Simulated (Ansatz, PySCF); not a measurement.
Gas-phase reaction in SMILES: C(/C)=C\C + 2 C (CH4) -> C=C (C2H4) + 2 CC (C2H6)

Property: bond separation energy (enthalpy at 298 K), in kcal/mol. Conventions: non-relativistic; frozen cores in correlated levels; no dispersion term unless named; six Cartesian d functions in 6-31G* and its kin unless marked 5d; 6-311+G** with 5d; spin-orbit terms left out. CBS marks a two-point X^-3 extrapolation of the correlation energy; Hartree-Fock from the larger set. [CCSD(T)-MP2]/basis is that difference in the basis named. First-principles rows: single points at B3LYP-D3(BJ) geometries (Ansatz, a program for electronic structure), with unscaled harmonic terms from B3LYP/6-31G* (Ansatz) at its own minima.

Measured values: Active Thermochemical Tables 1.112 (ions: stationary electron), as tabulated in the package chemicals; they hold spin-orbit and core effects, anharmonicity. 

Value to compare with, the measured value: 10.8 kcal/mol.

```
level                                              program  bond separation energy (enthalpy at 298 K) (kcal/mol)  error
-------------------------------------------------  -------  -----------------------------------------------------  -----
PBE/def2-SVP                                        Ansatz                                                   11.2    0.4
B3LYP/3-21G                                         Ansatz                                                    9.6   -1.2
B3LYP/6-31G*                                        Ansatz                                                   10.6   -0.2
B3LYP/6-31G**                                       Ansatz                                                   10.5   -0.3
PBE0/6-311+G**                                      Ansatz                                                   10.4   -0.4
M06-2X/6-31G* (5d)                                   PySCF                                                   10.8    0.0
M06-2X/6-311+G**                                     PySCF                                                   10.3   -0.5
B3LYP/def2-TZVPD                                    Ansatz                                                    9.7   -1.1
RI-MP2/CBS(cc-pVTZ,cc-pVQZ)+[CCSD(T)-MP2]/cc-pVTZ   Ansatz                                                   10.1   -0.7
```

Among the 7 habitual levels, B3LYP/3-21G lies farthest from the measured value (-1.2 kcal/mol); 1 of 7 lie above it, and their mean absolute error is 0.4 kcal/mol, the median 0.4. One case shows no general order.

The levels are drawn from those run, B3LYP/6-31G* more often than the rest, none by its result; left out are runs that failed, that the program found above a lower state of the same kind, or whose <S^2> lies over 0.5 above the pure value.
